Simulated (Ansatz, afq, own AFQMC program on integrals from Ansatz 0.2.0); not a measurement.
BSiH$_{2}$⁺, triplet in cc-pVDZ, levels against CCSDT(Q)

```xyz
4

Si    0.0000    0.0000    0.6500
B     0.0000    0.0000   -1.3428
H     0.0000   -1.0760   -1.8539
H     0.0000    1.0760   -1.8539
```

Connectivity, by distances: Si–BH2.

Basis cc-pVDZ. Noble-gas cores (and the filled d shells of Ga–Kr and In–Xe) are frozen. Integrals, coupled cluster, full CI and functionals: Ansatz 0.2.0; the random walks run on the same integrals in our own AFQMC program. The CISD trial takes its coefficients from CCSD amplitudes. Released means that phaseless walkers are propagated on without the constraint, phases kept. Free AFQMC starts from the CCSD state and is never constrained. Its projection time is finite, and what remains of the start isn't in its error. Error bars are statistical, one sigma.

Determinant: UHF, the one that the program's search chose, which needn't be the lowest solution. The geometry is a PBE0/def2-TZVP stationary point of this or a neighbouring charge and spin state.

No full CI on the walks' own integrals is used here; CCSDT(Q) serves as the reference and is uncertain by about the last step of the cluster series.

Cautions: lower spins were not checked.

The T1 diagnostic is 0.0327 and the weight of the determinant in the CISD state is 0.882. The ⟨S²⟩ of the determinant is 2.015 and the size of the correlated space is 8 electrons in 36 orbitals.

```tsv
level	correlation energy (eV)
MP2	-3.2637
CCSD	-4.2138
CCSD(T)	-4.3476
```

**Question.** Estimate where phaseless AFQMC with a CISD trial lies against CCSD(T) on the same integrals.

**Answer.** 2.9 ± 0.7 kJ/mol below CCSD(T).

Reference: CCSDT(Q), correlation energy -4.395 eV. The released energy is read at 2.40 1/Eh (meV from the phaseless value at times in 1/Eh: -13 ± 9 at 0.24, -23 ± 8 at 0.51, -28 ± 10 at 0.99, -33 ± 9 at 1.62, -24 ± 13 at 2.40).

```json
{"level": "CCSD(T)", "E − E(reference) (kJ/mol)": "4.5", "share of correlation (%)": "98.93"}
{"level": "CCSDT", "E − E(reference) (kJ/mol)": "0.7", "share of correlation (%)": "99.84"}
{"level": "ph-AFQMC/HF", "E − E(reference) (kJ/mol)": "1.6 ± 3.5", "share of correlation (%)": "99.62"}
{"level": "ph-AFQMC/CISD", "E − E(reference) (kJ/mol)": "1.6 ± 0.7", "share of correlation (%)": "99.62"}
{"level": "released AFQMC", "E − E(reference) (kJ/mol)": "-0.7 ± 1.2", "share of correlation (%)": "100.16"}
{"level": "free AFQMC", "E − E(reference) (kJ/mol)": "1.7 ± 1.0", "share of correlation (%)": "99.60"}
```

Free projections are given only where their last times agree within the noise and don't stop above the reference; a slow remainder of the start can still hide under it. A walk keeps the symmetry of its determinant, which the program's search chose and which needn't be the lowest solution, so a lower state of the same spin and another symmetry isn't excluded. Released energies are given only where the last usable release times agree within the noise; a slower fall can still hide under it.
